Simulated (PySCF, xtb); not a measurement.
Bonds broken one at a time in the series Sn OH-H. Gas-phase values, no solvent. One relaxed conformer stands for each flexible species; it need not be the lowest. Strings in code marks are SMILES.

Quantity: homolytic bond dissociation enthalpy at 298 K (no spin–orbit term), in kJ/mol. Enthalpy corrections at 298 K come from GFN2-xTB frequencies (xtb).

Case: O–Sn bond of `[OH][Sn]([OH])([OH])[OH]`, giving `[OH]` and `[OH][Sn]([OH])[OH]`. Geometry of `[OH][Sn]([OH])([OH])[OH]` (neutral, multiplicity 1, Å):

```xyz
9

O     -0.4915     1.7785    -0.6342
Sn     0.0000    -0.0003     0.0001
O      1.9060    -0.3919     0.1484
O     -0.6998    -1.2502    -1.3249
O     -0.7150    -0.1367     1.8107
H     -0.6987     2.3663     0.1031
H      2.2246    -0.8703    -0.6271
H     -1.3965    -0.8426    -1.8545
H     -0.1291    -0.6528     2.3783
```

Problem. Give the homolytic bond dissociation enthalpy at 298 K (no spin–orbit term) at the level r2SCAN-D4/def2-TZVP (PySCF).

Solution. 349.1 kJ/mol.
